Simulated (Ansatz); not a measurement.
Compare A (`C=C(C)C(C)C`) with its isomer B (`C1CCCCC1`).

Isolated molecules relaxed with PBE0-D4/def2-TZVP in Ansatz; ΔE leaves out vibrations. CBS: MP2 limit from def2 TZ/QZ plus the TZ coupled-cluster correction, frozen cores. Functionals use def2-TZVPP. B3LYP here is the variant with VWN-RPA as its local correlation; programs differ in this. One conformer a species, not always the lowest.

Task: Which isomer does CCSD(T)/CBS put lower? Give the gap. (Estimate.)

Result: Ansatz gave: B, by 47.1 kJ/mol.

Task: Give E(B) − E(A) in kJ/mol with MP2/def2-TZVPP, r2SCAN-D4, B3LYP, HF/def2-TZVPP, CCSD(T)/def2-TZVPP, ωB97M-V, PBE-D4. (Estimate.)

Result: The calculation gave: MP2/def2-TZVPP -52.4, r2SCAN-D4 -47.3, B3LYP -32.7, HF/def2-TZVPP -37.9, CCSD(T)/def2-TZVPP -47.5, ωB97M-V -51.1, PBE-D4 -47.6. None reverses the order clearly.

Largest T1 diagnostic: 0.009.

In def2-TZVPP, CCSD(T) changes the Hartree–Fock value by −9.6 kJ/mol (the triples alone add +2.8 kJ/mol) and MP2 by −14.5 kJ/mol. From PBE to PBE0 (25 % exact exchange), in def2-TZVPP and without D4, E(B) − E(A) moves by −13.1 kJ/mol.
